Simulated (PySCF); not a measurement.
**Broadened absorption spectrum of MgMe(OH)**

MgMe(OH), CH₄MgO.
SMILES: `[CH3][Mg][OH]`

The calculation used TDDFT PBE0/def2-SVPD, vertical, gas phase, core orbitals frozen in the response (PySCF). Geometry: PBE0-D3(BJ)/def2-SVP; no solvent, vibrations or thermal averaging.

Each state is given a Gaussian of 0.4 eV full width at half maximum, with ε(max) = 2.175×10⁸ f / Δν̃ (Δν̃ the width in cm⁻¹). The width is an assumption, not a result. The curve ends short of the highest state used, and states not computed would add to its high-energy end.

E (eV), ε (L mol⁻¹ cm⁻¹) and a bar:
```
     5.10         28 
     5.14         63 
     5.17        112 
     5.21        229 
     5.24        377 #
     5.28        700 #
     5.31       1075 ##
     5.35       1816 ###
     5.38       2598 ####
     5.42       3997 ######
     5.46       5831 #########
     5.49       7475 ############
     5.53       9940 ################
     5.56      11892 ###################
     5.60      14429 #######################
     5.63      16123 ##########################
     5.67      17868 ############################
     5.70      18661 ##############################
     5.74      18911 ##############################
     5.78      18219 #############################
     5.81      17144 ###########################
     5.85      15143 ########################
     5.88      13370 #####################
     5.92      10891 #################
     5.95       9104 ##############
     5.99       7014 ###########
     6.02       5768 #########
     6.06       4631 #######
     6.10       4143 #######
     6.13       4204 #######
     6.17       4813 ########
     6.20       5611 #########
     6.24       7005 ###########
     6.27       8190 #############
     6.31       9767 ###############
     6.34      10812 #################
```

Question: Locate the maxima and give the states behind the curve.

Answer: 216 nm (5.73 eV), ε about 19000, made up of S1 (72%), S2 (13%) and S3 (15%) (ε in L mol⁻¹ cm⁻¹; maxima over ε = 5, shares over 10%). At its high-energy end, 6.34 eV, the curve is still rising (ε about 11000, from S4 and S5). The states used: S1 5.70 eV (f 0.205); S2 5.80 eV (f 0.039); S3 5.82 eV (f 0.049); S4 6.43 eV (f 0.091); S5 6.43 eV (f 0.091); S6 6.85 eV (f 0.0002); S7 6.85 eV (f 0.0006); S8 6.86 eV (f 0.0014); S9 6.94 eV (f 0.0014).

Question: On this curve, what absorbance would a 10⁻⁵ mol/L sample give at 222 nm over a 1 cm path?

Answer: 222 nm is 5.585 eV, where ε is about 13000 L mol⁻¹ cm⁻¹, so A = ε c l ≈ 0.13 (Beer–Lambert, with the gas-phase spectrum and the assumed width).

Question: What would ε be at 5.73 eV, the highest of these maxima, with half the width (0.2 eV)?

Answer: About 33700 L mol⁻¹ cm⁻¹ against 18900, a factor of about 1.8; a lone state at its own centre would give exactly 2.

Question: Coming from long wavelengths, where does ε first pass 100 L mol⁻¹ cm⁻¹?

Answer: At about 240 nm (5.16 eV), 0.54 eV below S1.
